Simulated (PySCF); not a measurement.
# Unknown compound

The spectra below were simulated for a compound C$_{4}$H$_{6}$O.

¹H NMR (500 MHz, computed): δ 9.42 (d, J = 8.2 Hz, 1H), 6.61 (dq, J = 16.4, 8.2 Hz, 1H), 6.19 (ddq, J = 16.4, 8.2, 2.2 Hz, 1H), 2.11 (dd, J = 8.2, 2.2 Hz, 3H).

¹³C{¹H} NMR (computed): δ 194.3, 161.8, 142.1, 22.0.

[PySCF 2.14: geometry from PBE0-D3(BJ)/def2-SVP; couplings computed with B3LYP/pcJ-1 (without the spin–dipole term); shielding tensors at PBE0/pcSseg-1 (GIAO); isolated molecule; non-relativistic Hamiltonian; single conformer; fast rotation and ring inversion assumed for equivalent nuclei]

References, each an isolated molecule treated in the same way: ¹H (31.27 ppm), ¹³C (184.41 ppm) against TMS.

Q: Which of these isomers gave the spectra?
A. C=COC=C
B. CC(C)=C=O
C. O=C1CCC1
D. C/C=C/C=O
E. C1=COCC1

A: D. 

- Rings plus π bonds: 2 (no ring in the answer).
- 4 carbon signals for 4 carbons: no two carbons are equivalent.
- Carbon types of the structure: 3 × CH, 1 × CH3, which accounts for all hydrogens.
- δC 194.3: aldehyde carbonyl carbon; the double bond to the heteroatom, with no lone-pair donor beside it, deshields it most.
- δC 161.8: β carbon of a C=C–C=O unit; conjugation with the carbonyl draws π density from the β position.
- δC 142.1: α carbon of a C=C–C=O unit; an sp2 carbon of a C=C bond.
- δH 9.42: hydrogen on an aldehyde carbonyl carbon; the C=O anisotropy and electron withdrawal place aldehyde protons far downfield.
- δH 6.61: hydrogen on a β carbon of a C=C–C=O unit; olefinic region.
- The protons at 6.61 and 6.19 share a coupling of 16.4 Hz (vicinal, trans across C=C).
- The protons at 2.11 and 6.61 share a coupling of 8.2 Hz (vicinal).
- The protons at 6.19 and 9.42 share a coupling of 8.2 Hz (vicinal).

The others: C=COC=C would give 2 carbon signals, not 4; O=C1CCC1 would give 3 carbon signals, not 4; CC(C)=C=O would give 3 carbon signals, not 4; C1=COCC1 has carbons computed at 154.1, 100.7, 70.2, 31.8, with a different DEPT pattern.

Multiplet labels drop couplings under 1 Hz and merge nearly equal ones. Unscaled 3J(H,H) at this level run about 10 % above measured values. Shifts are as computed. Against solution values, carbons near 30 ppm lie about +2 ppm off and those near 130 ppm about +5 ppm. Of 1211 compounds with measured shifts, 218 miss one by over three times the rms of a fit or turn the order of signals round; such compounds aren't used in these exercises.
